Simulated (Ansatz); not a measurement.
## Al–C–OH⁺, quartet: reading a ladder of total energies

Geometry: that of the Al–C–OH, triplet, kept fixed. The doublet lies 0.7 eV lower here.

```xyz
4

Al    0.0000   -0.1626    2.2201
C     0.0000   -0.0757    0.2890
O     0.0000   -0.2918   -0.9987
H     0.0000    0.5301   -1.5104
```

Basis cc-pVDZ; Ansatz 0.2.0. Correlated methods freeze the noble-gas cores, which leaves 13 electrons in 44 orbitals. Prefix R: restricted or restricted open-shell reference; prefix U: unrestricted.

Full CI isn't at hand for all of this; UCCSDT(Q) serves as the reference, and is uncertain by the last step of the cluster series or more.

UCCSD has a T1 diagnostic of 0.035 and a largest doubles amplitude of 0.07.

Runs differ by some tens of microhartree through their thresholds and, for an open shell, their frozen cores, so steps under 0.03 kcal/mol mean nothing.

Here the R and U totals at CCSDT(Q) differ by 0.19 kcal/mol, a measure of how far such totals hang on the determinant and its frozen core.

```csv
level,total energy (hartree)
UHF,-354.868379
UMP2,-355.170217
UCCSD,-355.192283
UCCSD(T),-355.203544
UCCSDT,-355.204842
UCCSDT(Q),-355.206061
```

Problem. What is the correlation energy at UCCSDT(Q), and what share of it do UMP2 and UCCSD(T) recover?

Solution. E(corr) = -355.206061 − (-354.868379) = -0.337682 hartree = -9.189 eV. UMP2: -0.301838 / -0.337682 = 89.39 %. UCCSD(T): -0.335165 / -0.337682 = 99.25 %.

Problem. By how many kcal/mol does UCCSD(T) miss UCCSDT(Q) (1 hartree = 627.509 kcal/mol), and which steps make up the rest?

Solution. -355.203544 − (-355.206061) = 0.002517 hartree = 1.58 kcal/mol. Steps: UCCSDT − UCCSD(T) = -0.81, UCCSDT(Q) − UCCSDT = -0.76 kcal/mol. Differences between like states or geometries often cancel part of this.
